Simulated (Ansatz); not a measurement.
**Four-centre ligand exchange**

Start structure (Si$_{2}$H$_{7}$F, closed shell), relaxed at PBE0-D4/def2-TZVP:

| atom | x (Å) | y (Å) | z (Å) |
| --- | --- | --- | --- |
| Si1 | -0.3042 | -0.7101 | -0.3573 |
| F2 | 1.2997 | -0.8295 | -0.3660 |
| H3 | -0.8299 | -1.6456 | -1.3855 |
| H4 | -0.7812 | -1.1461 | 0.9809 |
| Si5 | -0.9337 | 1.5001 | -0.8100 |
| H6 | 2.3654 | -1.4595 | 1.9655 |
| H7 | 2.4379 | -1.6227 | 2.6905 |
| H8 | -0.3935 | 2.4197 | 0.2255 |
| H9 | -0.4400 | 1.9212 | -2.1474 |
| H10 | -2.4203 | 1.5726 | -0.7962 |

The step: Si₂H₅F ([F][SiH2][SiH3]) + H₂ → Si₂H₆ ([SiH3][SiH3]) + HF; bonds formed: Si1–H7, F2–H6; bonds broken: Si1–F2, H6–H7. Ansatz 0.2.0; basis: def2-TZVPP and def2-QZVPP; cores frozen in the correlated methods. Extrapolation: Hartree–Fock as exp(−7.88 √X), correlation as X^−2.97. Energies below are by CCSD(T) at an estimated basis limit (MP2 extrapolated from triple and quadruple zeta, plus CCSD(T) − MP2 in triple zeta).

What are the electronic barrier and the energy of the step, from the start structure to the end structure? (An estimate is asked for; the value comes from the calculation.)

Computed: Barrier 243.7 kJ/mol; step energy 91.8 kJ/mol (uphill); reverse barrier, their difference, 151.9 kJ/mol. Barrier and step energy count from the start structure, the reverse barrier from the end structure.

The saddle point: One imaginary mode of 1110i cm⁻¹.
| pair | start (Å) | saddle (Å) | end (Å) |
| --- | --- | --- | --- |
| Si1–H7 | 4.20 | 1.70 | 1.50 |
| F2–H6 | 2.64 | 1.23 | 0.93 |
| Si1–F2 | 1.61 | 1.97 | 3.54 |
| H6–H7 | 0.75 | 0.96 | 1.74 |

Zero-point energy (harmonic, PBE0-D4): ZPE is 146.0 kJ/mol at the start and 153.0 kJ/mol at the saddle, so the barrier goes from 243.7 to 250.6 kJ/mol.

The T1 diagnostic stays at or below 0.015.

Labels in which every atom is bracketed show which atoms are joined, not bond orders.

For scale, one of the runs: CCSD(T)/def2-TZVPP, 213 basis functions, launched by `ansatz run in.yaml --threads 4 --pin off --events-out ev --progress --plain --max-ram 9574MiB`. Hardware: 4 CPU threads of an Arm Neoverse V1, shared host. Wall time 39 s; peak host memory 2.9 GiB.
